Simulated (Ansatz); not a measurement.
Ansatz (an electronic-structure program) input (B3LYP-D3(BJ)/def2-TZVP):

Ansatz 0.2 input:
```yaml
crystal:
  periodic: [false, false, false]
  atoms:
    - {symbol: Li, position_ang: [-0.00000000, -0.00000000, -0.42396811]}
    - {symbol: H, position_ang: [0.00000000, 0.00000000, 1.27190434]}
basis:
  gaussian:
    orbitals: def2-TZVP
hamiltonian:
  xc: b3lyp
  dispersion: d3bj
total_charge: -1
magnetization: {spin_polarized: true, initial_magnetization: 1}
phonons: {temperatures: {t_min: 298.15, t_max: 298.15, t_step: 100}}
```

Output:

```
Functional definition: B3LYP
integrals: 0.00 GiB planned
173 factors; their error is unknown
mean field: 0.06 GiB planned
mean field evaluation 1: about -220.0456 eV, gradient 1.4e0 eV
mean field evaluation 2: about -220.1225 eV, gradient 4.6e-1 eV
mean field evaluation 4: about -220.1347 eV, gradient 5.5e-2 eV
mean field evaluation 8: about -220.1342 eV, gradient 3.8e-4 eV
mean field -220.13418944 eV, -8.0897822495 hartree, gradient 5.7e-5 eV, S^2 0.751442; 0 other end points of the search recorded, 0 dependent functions left out
the calculation of the forces begins
reference -220.13435826 eV, -8.0897884538 hartree; 3, 2 occupied and 17, 18 virtual orbitals, 173 factors
these checks for a lower state are left out or cut short: stability, starts, cluster_reference, orbital_swaps, neighbouring_geometries, increment
integrals: 0.00 GiB planned
173 factors; their error is unknown
mean field: 0.06 GiB planned
mean field evaluation 16: about -220.1342 eV, gradient 2.6e-5 eV
mean field -220.13418943 eV, -8.0897822494 hartree, gradient 8.2e-7 eV, S^2 0.751443; 0 other end points of the search recorded, 0 dependent functions left out
the calculation of the forces begins
reference -220.13435826 eV, -8.0897884537 hartree; 3, 2 occupied and 17, 18 virtual orbitals, 173 factors
these checks for a lower state are left out or cut short: stability, starts, cluster_reference, orbital_swaps, neighbouring_geometries, increment
integrals: 0.00 GiB planned
173 factors; their error is unknown
mean field: 0.06 GiB planned
mean field -220.13418943 eV, -8.0897822494 hartree, gradient 8.2e-7 eV, S^2 0.751443; 0 other end points of the search recorded, 0 dependent functions left out
the calculation of the forces begins
reference -220.13435826 eV, -8.0897884537 hartree; 3, 2 occupied and 17, 18 virtual orbitals, 173 factors
these checks for a lower state are left out or cut short: stability, starts, cluster_reference, orbital_swaps, neighbouring_geometries, increment
integrals: 0.00 GiB planned
173 factors; their error is unknown
mean field: 0.06 GiB planned
mean field evaluation 32: about -220.1342 eV, gradient 2.6e-6 eV
mean field -220.13418943 eV, -8.0897822494 hartree, gradient 8.2e-7 eV, S^2 0.751443; 0 other end points of the search recorded, 0 dependent functions left out
the calculation of the forces begins
reference -220.13435826 eV, -8.0897884537 hartree; 3, 2 occupied and 17, 18 virtual orbitals, 173 factors
these checks for a lower state are left out or cut short: stability, starts, cluster_reference, orbital_swaps, neighbouring_geometries, increment
integrals: 0.00 GiB planned
173 factors; their error is unknown
mean field: 0.06 GiB planned
mean field -220.13418943 eV, -8.0897822494 hartree, gradient 8.2e-7 eV, S^2 0.751443; 0 other end points of the search recorded, 0 dependent functions left out
the calculation of the forces begins
reference -220.13435826 eV, -8.0897884537 hartree; 3, 2 occupied and 17, 18 virtual orbitals, 173 factors
these checks for a lower state are left out or cut short: stability, starts, cluster_reference, orbital_swaps, neighbouring_geometries, increment
integrals: 0.00 GiB planned
173 factors; their error is unknown
mean field: 0.06 GiB planned
mean field -220.13418068 eV, -8.0897819275 hartree, gradient 1.6e-6 eV, S^2 0.751438; 0 other end points of the search recorded, 0 dependent functions left out
the calculation of the forces begins
reference -220.13434951 eV, -8.0897881321 hartree; 3, 2 occupied and 17, 18 virtual orbitals, 173 factors
these checks for a lower state are left out or cut short: stability, starts, cluster_reference, orbital_swaps, neighbouring_geometries, increment
integrals: 0.00 GiB planned
173 factors; their error is unknown
mean field: 0.06 GiB planned
mean field -220.13417262 eV, -8.0897816315 hartree, gradient 1.3e-6 eV, S^2 0.751447; 0 other end points of the search recorded, 0 dependent functions left out
the calculation of the forces begins
reference -220.13434144 eV, -8.0897878355 hartree; 3, 2 occupied and 17, 18 virtual orbitals, 173 factors
these checks for a lower state are left out or cut short: stability, starts, cluster_reference, orbital_swaps, neighbouring_geometries, increment
integrals: 0.00 GiB planned
173 factors; their error is unknown
mean field: 0.06 GiB planned
mean field -220.13418943 eV, -8.0897822494 hartree, gradient 8.2e-7 eV, S^2 0.751443; 0 other end points of the search recorded, 0 dependent functions left out
the calculation of the forces begins
reference -220.13435826 eV, -8.0897884537 hartree; 3, 2 occupied and 17, 18 virtual orbitals, 173 factors
these checks for a lower state are left out or cut short: stability, starts, cluster_reference, orbital_swaps, neighbouring_geometries, increment
integrals: 0.00 GiB planned
173 factors; their error is unknown
mean field: 0.06 GiB planned
mean field evaluation 64: about -220.1342 eV, gradient 3.7e-6 eV
mean field -220.13418943 eV, -8.0897822494 hartree, gradient 8.2e-7 eV, S^2 0.751443; 0 other end points of the search recorded, 0 dependent functions left out
the calculation of the forces begins
reference -220.13435826 eV, -8.0897884537 hartree; 3, 2 occupied and 17, 18 virtual orbitals, 173 factors
these checks for a lower state are left out or cut short: stability, starts, cluster_reference, orbital_swaps, neighbouring_geometries, increment
integrals: 0.00 GiB planned
173 factors; their error is unknown
mean field: 0.06 GiB planned
mean field -220.13418943 eV, -8.0897822494 hartree, gradient 8.2e-7 eV, S^2 0.751443; 0 other end points of the search recorded, 0 dependent functions left out
the calculation of the forces begins
reference -220.13435826 eV, -8.0897884537 hartree; 3, 2 occupied and 17, 18 virtual orbitals, 173 factors
these checks for a lower state are left out or cut short: stability, starts, cluster_reference, orbital_swaps, neighbouring_geometries, increment
integrals: 0.00 GiB planned
173 factors; their error is unknown
mean field: 0.06 GiB planned
mean field -220.13418943 eV, -8.0897822494 hartree, gradient 8.2e-7 eV, S^2 0.751443; 0 other end points of the search recorded, 0 dependent functions left out
the calculation of the forces begins
reference -220.13435826 eV, -8.0897884537 hartree; 3, 2 occupied and 17, 18 virtual orbitals, 173 factors
these checks for a lower state are left out or cut short: stability, starts, cluster_reference, orbital_swaps, neighbouring_geometries, increment
integrals: 0.00 GiB planned
173 factors; their error is unknown
mean field: 0.06 GiB planned
mean field -220.13417262 eV, -8.0897816315 hartree, gradient 1.3e-6 eV, S^2 0.751447; 0 other end points of the search recorded, 0 dependent functions left out
the calculation of the forces begins
reference -220.13434144 eV, -8.0897878355 hartree; 3, 2 occupied and 17, 18 virtual orbitals, 173 factors
these checks for a lower state are left out or cut short: stability, starts, cluster_reference, orbital_swaps, neighbouring_geometries, increment
integrals: 0.00 GiB planned
173 factors; their error is unknown
mean field: 0.06 GiB planned
mean field evaluation 96: about -220.1342 eV, gradient 1.6e-6 eV
mean field -220.13418068 eV, -8.0897819275 hartree, gradient 1.6e-6 eV, S^2 0.751438; 0 other end points of the search recorded, 0 dependent functions left out
the calculation of the forces begins
reference -220.13434951 eV, -8.0897881321 hartree; 3, 2 occupied and 17, 18 virtual orbitals, 173 factors
Total energy: -220.14604824 eV, -8.0902180525 hartree
Atom 0 at    -0.000000    -0.000000    -0.423968 Å, force    -0.000000     0.000000    -0.000395 eV/Å
Atom 1 at     0.000000     0.000000     1.271904 Å, force     0.000000    -0.000000     0.000395 eV/Å
Dipole moment:    -0.000000    -0.000000     0.156692 e Å
Vibrations: 1124.60 cm⁻¹, zero-point energy 0.069716 eV
```
